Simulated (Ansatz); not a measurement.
**AlPH₂+ (doublet): the correlation ladder, def2-QZVPP**

One table from this session's results is given with a row withheld; the runs are named, their logs left out.

Method: def2-QZVPP, core rule «outside noble gas», up to 10 orbitals frozen; program: Ansatz 0.2.0, Gaussian basis.

The runs, in order: UHF; ROHF; CCSD(T) on UHF.

2 further runs of the same task are left out: 2 set aside as unsound or not needed.

## What is computed

The geometry is a PBE0/def2-TZVP stationary point (not a proven minimum) of the parent state, kept for this charge and spin.

4 atoms, charge 1, spin multiplicity 2.

Atoms are counted from 1 here; the program's logs count them from 0.

Bond lengths: Al1–P2 2.131 Å, Al1–H3 1.583 Å, P2–H4 1.451 Å. Angles: P2–Al1–H3 176.8°, Al1–P2–H4 75.4°.

Set-up of the first run:

The input, in.yaml:

```yaml
crystal:
  periodic: [false, false, false]
  atoms:
    - {symbol: Al, position_ang: [0.000000, 0.003348, 1.103758]}
    - {symbol: P, position_ang: [0.000000, 0.045326, -1.026381]}
    - {symbol: H, position_ang: [0.000000, -0.116866, 2.681764]}
    - {symbol: H, position_ang: [0.000000, -1.365594, -0.687779]}
basis:
  gaussian: {orbitals: "def2-QZVPP.json"}
total_charge: 1
magnetization: {spin_polarized: true, initial_magnetization: 1}
hamiltonian: {xc: hf}
output: {orbitals: {seedname: orbitals}}
```

Started as:

```
$ ansatz run in.yaml --threads 1 --pin off --events-out ev --progress --plain --max-ram 4096MiB --backend cpu
```

Steps of the session up to this table: UHF; ROHF; CCSD(T) on UHF.

One table of the session follows, with a row left open; its other results are not shown here.

```
  method  from UCCSD(T) (kJ/mol)
    ROHF                  +625.4
     UHF                       ?
    UMP2                  +103.8
   UCCSD                   +25.6
UCCSD(T)                       0
```

**Question.** Estimate the row for UHF.

The run gave: from UCCSD(T) (kJ/mol): +613.2. In the column «from UCCSD(T) (kJ/mol)» it lies between UMP2 (+103.8) and ROHF (+625.4).
